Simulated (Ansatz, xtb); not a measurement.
## C2H7N: which of two isomers lies lower

We compare I, `CNC`, a singlet, with II, `CCN`, a singlet. Both are isolated molecules in the gas phase, relaxed with PBE-D3(BJ)/def2-SVP; the shapes shown needn't be the lowest conformers.

I (Å):

```xyz
10

C    -0.1429   -0.6638    0.1558
C     1.9685    0.1571    1.0221
N     0.6182   -0.2742    1.3266
H    -0.2996    0.2186   -0.5023
H    -1.1460   -1.0302    0.4546
H     0.3372   -1.4570   -0.4802
H     0.6455   -1.0511    1.9964
H     2.5160    0.3932    1.9572
H     2.5838   -0.5832    0.4414
H     1.9386    1.0891    0.4165
```

II (Å):

```xyz
10

C     0.2803   -1.2228    1.0769
C     0.6802    0.0915    0.4125
N     2.1349    0.1870    0.2910
H     0.7038   -2.0826    0.5200
H     0.6643   -1.2765    2.1182
H    -0.8216   -1.3350    1.1238
H     0.1996    0.9387    0.9704
H     0.2499    0.1266   -0.6127
H     2.5524    0.2387    1.2307
H     2.3917    1.0701   -0.1685
```

Energies in hartree; the thermal terms are from PBE-D3(BJ)/def2-SVP harmonic frequencies (ideal gas, rigid rotor, one conformer each, 298.15 K, 1 atm) and include the zero-point energy:

|  | I | II |
| --- | --- | --- |
| E, CCSD(T)/def2-TZVP | −134.907891 | −134.919972 |
| zero-point energy | 0.089487 | 0.089964 |
| H(298 K) − E | 0.094867 | 0.095345 |
| G(298 K) − E | 0.064020 | 0.064468 |

Work out ΔE, ΔE₀, ΔH and ΔG for I → II in kcal/mol (1 Eh = 627.51 kcal/mol) and the equilibrium ratio [II]/[I].

1. ΔE = −134.919972 − (−134.907891) = −0.012081 Eh = −7.58 kcal/mol.
2. ΔE₀ = ΔE + ΔZPE = −0.012081 + (+0.000477) Eh = −7.28 kcal/mol.
3. ΔH = ΔE + (+0.000478) Eh = −7.28 kcal/mol.
4. ΔG = ΔE + (+0.000448) Eh = −7.30 kcal/mol, so ΔS = (ΔH − ΔG)/T = +0.3 J/(mol K).
5. kT = 0.9442 mEh, so K = [II]/[I] = exp(−ΔG/kT) = exp(+12.32) ≈ 2.2 × 10^5.

Structure II is favoured at this temperature. An error of 1 kcal/mol in ΔG would change K by a factor of 5.4. GFN2-xTB gave ΔE the other sign. Mirror images and further conformers aren't counted.

As drawn, II has 1 C–C, 1 N–H in place of 1 C–N, 1 C–H.

Other levels gave ΔE = +0.7 (GFN2-xTB); −2.0 (HF/STO-3G, GFN2-xTB geometries); −6.5 (r2SCAN-D4/def2-SVP, GFN2-xTB geometries); −5.9 (PBE-D3(BJ)/def2-SVP); −7.1 (HF/def2-TZVP); −7.9 (MP2/def2-TZVP) kcal/mol. The correlated steps freeze 3 core orbitals. Programs: Ansatz 0.2.0, xtb 6.7.1.
